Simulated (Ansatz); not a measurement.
[AlH4]- (AlH₄⁻). The state is a singlet with charge -1. Geometry r2SCAN-D4/def2-TZVPD, basis def2-TZVPD, Ansatz.

```xyz
5

Al    0.0000   -0.0004    0.0009
H    -0.1989    1.5739    0.4337
H     1.0258   -0.0889   -1.2817
H    -1.4555   -0.6412   -0.4187
H     0.6286   -0.8434    1.2658
```

```tsv
run	HOMO (eV)	LUMO (eV)
A	-2.33	4.02
B	-1.41	4.55
C	-2.52	4.61
D	-1.92	3.77
E	-3.74	4.36
```

HSE06 is defined as in plane-wave codes, on full-range PBE exchange.

The runs used CAM-B3LYP, HSE06, PBE0, r2SCAN, r2SCAN0. Estimate which is which.

A PBE0 (25 % exact exchange); B r2SCAN (0 % exact exchange); C r2SCAN0 (25 % exact exchange); D HSE06 (range-separated); E CAM-B3LYP (range-separated). Exact exchange lowers occupied and raises empty levels; among semilocal functionals meta-GGAs tend to open the gap a little, and such runs are hard to tell apart. The gap grows from 5.70 eV (HSE06) to 8.10 eV (CAM-B3LYP).
